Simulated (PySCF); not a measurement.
Which determinant of Mg2 lies lowest?

Unrestricted PBE0; Mg def2-TZVP; no relativity (PySCF 2.14). Outer shells of the fragments: Mg 3s2; Mg 3s2.

Followed along the bond (rough minima from three points):

```tsv
2Ms+1	unpaired	⟨S²⟩ at the start	R at minimum (Å)	Te (eV)
1	none	0.00	3.63	0.00
3	σ ↑, π ↑	2.03	2.77	1.46
3	σ ↑↑	2.00	3.02	1.55
1	σ ↑, π ↓	1.04	2.75	1.68
```

Solutions found at the starting distance of 2.710 Å, counted from the lowest of them; the search is not exhaustive and high or unbound solutions are not listed, so other states can lie among these:

```csv
2Ms+1,unpaired,term,E (eV),⟨S²⟩,⟨Lz²⟩
1,none,¹Σ⁺,0.00,0.00,0.00
3,"σ ↑, π ↑",³Π,1.05,2.03,1.01
1,"σ ↑, π ↓",mixed,1.27,1.04,1.01
3,σ ↑↑,³Σ⁺,1.28,2.00,0.00
3,π ↑↑,³Σ⁻,3.06,2.01,0.00
1,π ↑↓,mixed,3.19,1.01,2.03
1,none,mixed,3.67,0.00,2.00
3,π ↑↑,mixed,4.50,2.01,2.01
```

A term symbol is given only where ⟨S²⟩ and ⟨Lz²⟩ are close to those of a pure state; real π, δ and φ orbitals otherwise mix terms, and g/u labels are left off.

Q: Compare the gap between the two lowest followed solutions at the starting distance with the gap between their minima.

A: At PBE0 the second solution (triplet, unpaired electrons σ ↑, π ↑) lies +1.05 eV from the first (singlet, closed shell) at 2.710 Å and +1.46 eV at the minima; the two curves relax by different amounts, since their minima lie near 2.77 and 3.63 Å.

Counting both spins, an empty level lies below a filled one in some of these solutions, because spin and occupation are held.
